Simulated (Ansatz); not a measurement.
Breaking a bond: disilane, SMILES [SiH3][SiH3] (H6Si2). The Si1–Si5 bond (Si1 also carries H, H, H; Si5 carries H, H, H) is stretched with both fragments frozen at the PBE0/def2-TZVP optimised geometry.

Levels: RKS-PBE = restricted PBE/cc-pVDZ run with Ansatz (an electronic-structure program); RKS-PBE0 = restricted PBE0/cc-pVDZ run with Ansatz; UKS-PBE = unrestricted PBE/cc-pVDZ (Ansatz); UKS-PBE0 = unrestricted PBE0/cc-pVDZ (Ansatz); UCCSD(T) = CCSD(T) on UHF/cc-pVDZ, frozen core (Ansatz).

Cost and agreement with UCCSD(T) over the 16 points of the scan, with UCCSD(T) as yardstick. Costs are rough ratios of core time within Ansatz on shared cores, each with its mean field (Kohn-Sham runs search longer for lower solutions than correlated ones do); the miss is the largest difference from UCCSD(T) of the curve after the mean shift, in kJ/mol.

```csv
level,relative cost,largest difference
RKS-PBE,1,82.8
RKS-PBE0,1,136.1
UKS-PBE,2,16.0
UKS-PBE0,3,21.0
```

Costs within a factor of two of each other count as equal.

The restricted form behind RKS-PBE, RKS-PBE0 keeps the bonding electrons paired and can't separate into open-shell fragments. The unrestricted determinant behind UKS-PBE is spin-contaminated at 4.28 to 6.77 Å (<S²> up to 1.0, against 0.00 for a pure singlet). The unrestricted determinant behind UKS-PBE0 is spin-contaminated at 3.85 to 6.77 Å (<S²> up to 1.0, against 0.00 for a pure singlet). The unrestricted determinant behind UCCSD(T) is spin-contaminated at 3.42 to 6.77 Å (<S²> up to 1.0, against 0.00 for a pure singlet).
